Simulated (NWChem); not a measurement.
Molecule: ethylene (C₂H₄); SMILES C=C

```xyz
6

C      0.0000     0.6652     0.0000
C      0.0000    -0.6652     0.0000
H      0.9310     1.2406     0.0000
H     -0.9310     1.2406     0.0000
H     -0.9310    -1.2406     0.0000
H      0.9310    -1.2406     0.0000
```
Atoms are numbered in this order, from 1.

All runs: NWChem. The geometry was optimised at PBE0/def2-SVP.

### Question
Taking CAM-B3LYP/def2-TZVPP as the yardstick, which of these has the fewest basis functions while keeping “highest occupied level (eV)” within 0.1 eV of it: CAM-B3LYP/3-21G; CAM-B3LYP/pcseg-1; CAM-B3LYP/pcseg-2; CAM-B3LYP/aug-pcseg-1?

### Answer
CAM-B3LYP/pcseg-1.
| level | basis functions | highest occupied level (eV) |
|---|---|---|
| CAM-B3LYP/3-21G | 26 | -9.00 |
| CAM-B3LYP/pcseg-1 | 48 | -9.23 |
| CAM-B3LYP/aug-pcseg-1 | 82 | -9.26 |
| CAM-B3LYP/pcseg-2 | 116 | -9.27 |
| CAM-B3LYP/def2-TZVPP | 118 | -9.25 |

The yardstick is one finite set, not the basis-set limit.
